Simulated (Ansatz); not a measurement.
Geometry optimisation, RKS PBE0/def2-SVP (Ansatz).

input.yaml

```yaml
crystal:
  periodic: [false, false, false]
  atoms:
    - { symbol: B, position_ang: [0.0, 0.0, 0.0] }
    - { symbol: F, position_ang: [0.0, 0.0, 1.67] }
    - { symbol: H, position_ang: [1.0305, 0.0, -0.595] }
    - { symbol: H, position_ang: [-1.0305, 0.0, -0.595] }
    - { symbol: Cl, position_ang: [0.0903, -2.0478, 0.6811] }
    - { symbol: H, position_ang: [0.047, -1.0669, 1.6505] }
basis:
  gaussian: { orbitals: def2-SVP }
hamiltonian:
  xc: pbe0
relax:
  f_tol: 0.15
  max_steps: 25
  restrain:
    - { distance: [0, 4], at: 1.86, k: 30.0 }
    - { distance: [5, 1], at: 0.92, k: 30.0 }
    - { distance: [0, 1], at: 2.52, k: 30.0 }
    - { distance: [5, 4], at: 2.57, k: 30.0 }
```

Launched with:

```bash
$ ansatz run input.yaml --threads 1 --pin off --max-ram 2048MiB --backend cpu --events-out ev --progress --plain --runs-dir out
```

Problem. Where does it end, and by what steps?

Solution. The forces met the threshold. The restraints hold the end off the free minimum. After 11 steps the energy has fallen by 1.415 eV (the restraints' own energy left out); H6 moved furthest, 0.64 Å. Parted: Cl5–H6 (1.38 → 2.57 Å).

```
step  energy less start (eV)  largest force component (eV/Å)  accepted
   0                  0.0000                           5.291       yes
   1                 -0.6570                           3.364       yes
   2                 -0.9981                           3.437       yes
   3                 -1.3687                           1.656       yes
   4                 -1.3784                           1.313       yes
   5                 -1.2930                           1.977        no
   6                 -1.4037                           1.126       yes
   7                 -1.4125                           1.093       yes
   8                 -1.3371                           1.335        no
   9                 -1.4057                           1.018        no
  10                 -1.4139                           1.097       yes
  11                 -1.4149                           1.080       yes
```

```xyz
6
Properties=species:S:1:pos:R:3
B 0.016 -0.447 -0.378
F 0.004 0.173 2.059
H 1.073 0.083 -0.576
H -1.066 0.025 -0.585
Cl 0.062 -2.208 0.093
H 0.048 -0.740 2.200
```

The run took 21 s on 1 thread of Arm Neoverse V1, with other jobs on the host, peak memory 0.12 GiB.
